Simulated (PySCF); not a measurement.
## How methods differ on the ionisation energy of F

F [He] 2s2 2p5 (2P) → F⁺ [He] 2s2 2p4 (3P), as a difference of total energies. Calculation: PySCF 2.14, in x2c-QZVPPall (7s4p3d2f1g, 57 functions); the spin-free X2C one-electron Hamiltonian (Gaussian nucleus). Correlated levels: valence and next inner shell: nothing frozen. The calculations carry no spin-orbit coupling.

```tsv
method	ionisation energy (eV)
UHF	15.637
MP2 (valence and next inner shell)	17.353
SCS-MP2 (valence and next inner shell)	17.350
CCSD (valence and next inner shell)	17.244
CCSD(T) (valence and next inner shell)	17.303
```

**Question.** How much does correlation contribute at CCSD(T) (valence and next inner shell)?

**Answer.** 17.303 − (15.637) = 1.666 eV, measured against UHF.

Errors of the correlated levels include the incompleteness of this basis.

For comparison: 17.427 eV (measured; NIST levels, between the centres of gravity of the two terms).
